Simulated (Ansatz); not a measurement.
Breaking a bond: Li2, singlet.

Level of theory: full CI/def2-TZVP, frozen core in Ansatz (a quantum-chemistry and plane-wave program).

The batch members p0 to p7 hold the bond at 2.08, 2.17, 2.38, 2.46, 2.59, 2.67, 2.74, 2.84 Å.

Ansatz input:

Ansatz 0.2 input:
```yaml
# input.yaml
basis:
  gaussian: { orbitals: def2-tzvp }
correlation:
  method: fci
  electrons: outside_noble_gas
scf:
  omitted_lower_state_checks: [cluster_reference, increment]
batch:
  members: [p0.yaml, p1.yaml, p2.yaml, p3.yaml, p4.yaml, p5.yaml, p6.yaml, p7.yaml]

# p4.yaml, one of the 8 members of this batch
crystal:
  periodic: [false, false, false]
  atoms:
    - { symbol: Li, position_ang: [0.0, 0.0, 0.0] }
    - { symbol: Li, position_ang: [0.0, 0.0, 2.59] }
total_charge: 0
magnetization:
  spin_polarized: false
```

Lines of the output on each member:

```
Member 2: Total energy: -405.23132143 eV, -14.8919763870 hartree
Member 2: Checks for a lower state left out: cluster_reference, increment
Member 3: Total energy: -405.28154143 eV, -14.8938219380 hartree
Member 3: Checks for a lower state left out: cluster_reference, increment
Member 1: Total energy: -405.00976087 eV, -14.8838341864 hartree
Member 1: Checks for a lower state left out: cluster_reference, increment
Member 0: Total energy: -404.86525788 eV, -14.8785237994 hartree
Member 0: Checks for a lower state left out: cluster_reference, increment
Member 4: Total energy: -405.33210043 eV, -14.8956799468 hartree
Member 4: Checks for a lower state left out: cluster_reference, increment
Member 5: Total energy: -405.34730472 eV, -14.8962386942 hartree
Member 5: Checks for a lower state left out: cluster_reference, increment
Member 7: Total energy: -405.34818798 eV, -14.8962711534 hartree
Member 7: Checks for a lower state left out: cluster_reference, increment
Member 6: Total energy: -405.35233290 eV, -14.8964234764 hartree
Member 6: Checks for a lower state left out: cluster_reference, increment
```
